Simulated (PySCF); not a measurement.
**Ionising NaS**

PBE; PySCF, no relativity, basis sets Na aug-pcseg-1, S aug-pcseg-1. Neutral (UKS): doublet (π ↑), Re = 2.520 Å, ωe = 314 cm⁻¹, De = 2.61 eV, HOMO -4.06 eV, LUMO -3.79 eV.

NaS⁻ (UKS): singlet (closed shell), Re = 2.449 Å, ωe = 333 cm⁻¹, De = 1.67 eV to Na + S⁻. The energies at the minima are -560.17042 hartree for NaS and -560.21688 for NaS⁻.

(1) Work out the adiabatic electron affinity, without and with harmonic zero-point energies (1 hartree = 27.2114 eV, 1 eV = 8065.5 cm⁻¹), and the change of the bond length.

For an ion De counts to the pair picked by the measured ionisation energies or electron affinities, which need not be the lowest pair at this level. The highest Kohn–Sham level is positive in this anion. Much of that is self-interaction error, but it also means that the finite basis helps to hold the extra electron. States were picked by a PBE0 search and need not be the measured ground states.

## Answers

(1) At PBE: 0.04646 hartree = 1.264 eV between the minima; the zero-point term (314.0 − 333.0)/2 cm⁻¹ = -0.001 eV makes it 1.263 eV. Re changes by -7.1 pm against the neutral. The electron enters a π orbital; in so polar a molecule the change of length follows mostly from the change of the ionic charges.
